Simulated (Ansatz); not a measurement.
**Calcium (fcc) across density functionals**

All rows: Ansatz, plane waves with scalar-relativistic PAW, 420 eV (500 eV for the SCAN forms), relaxed under each functional, no dispersion correction, no zero-point motion. B₀ comes from uniform scaling at fixed shape; a dash is a value not given.

The measured cell (COD entry 9011033) has a = 5.588 Å, 43.63 Å³/atom.

```
functional  V (Å³/atom)         cell  B₀ (GPa)     magnetic state
       PBE        42.17  a = 5.525 Å        17  spin not included
    r²SCAN        43.13  a = 5.567 Å        18  spin not included
    PBEsol        40.60  a = 5.456 Å        18  spin not included
       LDA        38.13  a = 5.343 Å        19  spin not included
    revPBE        43.93  a = 5.601 Å        16  spin not included
      RPBE        44.42  a = 5.622 Å        16  spin not included
      BLYP        42.55  a = 5.542 Å        16  spin not included
```

LDA gives the smallest volume and RPBE the largest.
